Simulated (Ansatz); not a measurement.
fcc Ir was calculated with PBEsol (Ansatz, a first-principles code, PAW).

Run with plane-wave cutoff 500 eV, 14×20×1 k mesh (along the axes of the cell as run), Fermi–Dirac smearing 0.1 eV, scalar-relativistic PAW data made under PBE.

Question: Estimate the surface energy of the (110) face and work function of the (110) face that the calculation returns.

Answer: 
* **surface energy of the (110) face**: 3.38 J/m²
* **work function of the (110) face**: 5.06 eV

The slab of 12 atoms is relaxed and unreconstructed.

Spin–orbit coupling is not included.

It cost roughly 25 core-minutes of CPU time.
